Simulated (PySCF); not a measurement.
**Which basis set comes closest?**

Molecule: SMILES PPP, H₅P₃.

Atoms are numbered as in `[PH2:1][PH:2][PH2:3]`; H(Xn) means a hydrogen on atom n.

Geometry PBE0-D3(BJ)/def2-SVP throughout; GIAO in PySCF, gas phase, one conformer, non-relativistic; equivalent atoms averaged; functional PBE0.

Reference values (measured; solution; W. H. Hersh, T.-Y. Chan, Beilstein J. Org. Chem. 19 (2023) 36, supporting information): δ(P1/P3) = -162.6 ppm vs 85 % H3PO4, δ(P2) = -179.1 ppm vs 85 % H3PO4. Computed shifts are taken against H3PO4, calculated as an isolated molecule at each level.

Problem. How do the basis sets STO-3G, 6-31G, 6-31G*, def2-SVP, 6-311+G(2d,p), def2-TZVP perform against the reference? Times are CPU seconds on 1 thread of an Arm Neoverse V2, shared host.

Solution. 
```
    basis set  functions   P1/P3      P2  mean abs. error P  core-s
       STO-3G         32  -110.1   -55.8               87.9     1.3
        6-31G         49  -199.9  -156.2               30.1     2.3
       6-31G*         64  -168.7  -132.6               26.3     2.8
     def2-SVP         79  -183.5  -144.9               27.5     2.9
6-311+G(2d,p)        135  -210.4  -169.6               28.7     5.9
    def2-TZVP        141  -214.9  -172.8               29.3     6.7
```

For ³¹P the closest is 6-31G* (26.3 ppm) and the furthest STO-3G (87.9 ppm). Where a smaller basis beats a larger one, errors probably cancel. One molecule is a small sample, and vibrational and solvent effects are absent from the calculation.

A small basis that lands close on one nucleus may do so by chance; judge by the trend and by all nuclei.
